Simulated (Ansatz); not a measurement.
**Interaction energy ladder**

The pair of H2O (SMILES O, atoms 1–3) and CH3F (SMILES CF, atoms 4–8), both closed shells, in one local arrangement (a lower one may exist), relaxed at PBE0-D4/def2-TZVP:

O1  (0.362, 0.351, -1.973)
H2  (-0.324, -0.047, -1.426)
H3  (0.507, -0.270, -2.690)
C4  (-0.060, 0.021, 1.261)
F5  (-1.009, -0.526, 0.407)
H6  (0.307, -0.767, 1.920)
H7  (-0.536, 0.811, 1.844)
H8  (0.753, 0.427, 0.658)
(Å)

Computed with Ansatz 0.2.0 (basis: def2-TZVPPD, with def2-QZVPPD for the basis limit); correlated methods freeze the cores. B3LYP uses VWN-RPA correlation. Extrapolation: Hartree–Fock as exp(−7.88 √X), correlation as X^−2.97. Interaction energies count from these two fragments, frozen as in the pair, with the counterpoise correction; negative means bound.

What is the interaction energy by CCSD(T) at an estimated basis limit (MP2 extrapolated from triple and quadruple zeta, plus CCSD(T) − MP2 in triple zeta)? (To be estimated.)

The calculation gives: -16.1 kJ/mol. Hartree–Fock alone gives -9.5 kJ/mol at the basis limit. It counts from the two fragments frozen as in the pair.

The same quantity by other methods in triple zeta, and each one's difference from that estimate:
```json
{"method": "PBE-D4", "E_int (kJ/mol)": "-15.3", "difference": "0.8"}
{"method": "revPBE-D4", "E_int (kJ/mol)": "-12.1", "difference": "4.0"}
{"method": "BLYP-D4", "E_int (kJ/mol)": "-13.8", "difference": "2.3"}
{"method": "r2SCAN-D4", "E_int (kJ/mol)": "-16.4", "difference": "-0.3"}
{"method": "B97M-V", "E_int (kJ/mol)": "-15.7", "difference": "0.3"}
{"method": "PBE0-D4", "E_int (kJ/mol)": "-15.4", "difference": "0.6"}
{"method": "B3LYP-D4", "E_int (kJ/mol)": "-15.2", "difference": "0.8"}
{"method": "HSE06-D4", "E_int (kJ/mol)": "-15.4", "difference": "0.7"}
{"method": "wB97X-V", "E_int (kJ/mol)": "-15.7", "difference": "0.4"}
{"method": "wB97M-V", "E_int (kJ/mol)": "-15.6", "difference": "0.5"}
{"method": "B2PLYP", "E_int (kJ/mol)": "-13.4", "difference": "2.7"}
{"method": "HF", "E_int (kJ/mol)": "-9.5", "difference": "6.6"}
{"method": "MP2", "E_int (kJ/mol)": "-14.2", "difference": "1.8"}
{"method": "CCSD", "E_int (kJ/mol)": "-13.7", "difference": "2.4"}
{"method": "CCSD(T)", "E_int (kJ/mol)": "-14.5", "difference": "1.5"}
```
Differences are method less estimate.

Which atoms make the shortest contact between the fragments?

H2 and F5, 2.02 Å apart.

Basis-set superposition shift (counterpoise-corrected less uncorrected): CCSD(T) 1.9; MP2 1.8; HF 0.1; PBE0-D4 0.2; wB97M-V 0.2 kJ/mol.

No T1 diagnostic of these runs exceeds 0.011.

For scale, one of the runs: CCSD(T)/def2-TZVPPD, 202 basis functions, launched by `ansatz run in.yaml --threads 2 --pin off --events-out ev --progress --plain --max-ram 5222MiB`. The run took 51 s on 2 CPU threads (shared host), with 2.7 GiB of host memory at its peak.
